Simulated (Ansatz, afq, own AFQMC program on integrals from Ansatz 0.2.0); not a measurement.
## Atomization energy of B$_{2}$H, doublet

```xyz
3

B     0.0000    0.0000    0.1151
B     0.0000    0.0000   -1.4076
H     0.0000    0.0000    1.2925
```

Connectivity, by distances: BH–B.

Atoms in their ground-state spins without spin–orbit coupling (mostly on UHF) minus the molecule (ROHF), without zero-point energy. The geometry is a stationary point, not shown to be a minimum.

Basis cc-pVDZ. Only valence electrons are correlated. Integrals, coupled cluster, full CI and functionals: Ansatz 0.2.0; the random walks run on the same integrals in our own AFQMC program. ph-AFQMC/CISD is guided by a CISD state made of CCSD amplitudes; releasing the constraint for a short imaginary time cuts its bias at the price of noise, slowly where states lie close. ± is one standard error of the sampling. The errors of all members are added in quadrature.

Full CI is exact in this basis; where marked, its frozen core comes from its own orbitals, which moves totals by up to a few meV.

Errors are counted within cc-pVDZ, not against nature.

Cautions: B₂H (doublet): a spin-contaminated unrestricted determinant lies lower (UHF 1.10 eV lower, ⟨S²⟩ 1.76), the CCSDT(Q) amplitudes may be one of several solutions (largest double 0.81), the CCSDTQ amplitudes may be one of several solutions (largest double 0.97), the released energies are still falling, so no released level is given (meV from the phaseless value at times in 1/Eh: 0 ± 6 at 0.24, -6 ± 3 at 0.51, -11 ± 3 at 0.99, -19 ± 3 at 1.62, -8 ± 14 at 2.40), the ph-AFQMC/CISD walk drifts between its halves (2.1 errors), the determinant fills πx and πy unequally, so it mixes two states of the linear molecule, and each level undoes that mixture to a different degree, while full CI gives the lower state, CCSDTQ on the UHF determinant differs (1.06 eV lower), perhaps since the unrestricted series falls towards higher spin, full CI with its own frozen core, a state of higher spin lies lower, its ph-AFQMC/CISD value lies 172 ± 4 meV above full CI.

```
level  atomization energy (kJ/mol)
  MP2                        555.3
   HF                        443.7
```

Q: From these cheaper values, estimate the atomization energy at the reference level in cc-pVDZ.

A: 554.5 kJ/mol (full CI in cc-pVDZ).

| level | atomization energy (kJ/mol) | error against FCI (kJ/mol) |
| --- | --- | --- |
| CCSD | 525.8 | -28.7 |
| CCSD(T) | 536.9 | -17.6 |
| ph-AFQMC/HF | 550.8 ± 2.6 | -3.7 ± 2.6 |
| ph-AFQMC/CISD | 538.5 ± 0.4 | -16.0 ± 0.4 |

Correlation beyond CCSD(T) adds 17.6 kJ/mol. The perturbative (T) step is worth +11.1 kJ/mol. Where a determinant mixes two states, these steps and errors hold in part the undoing of that mixture, and only full CI is sure.
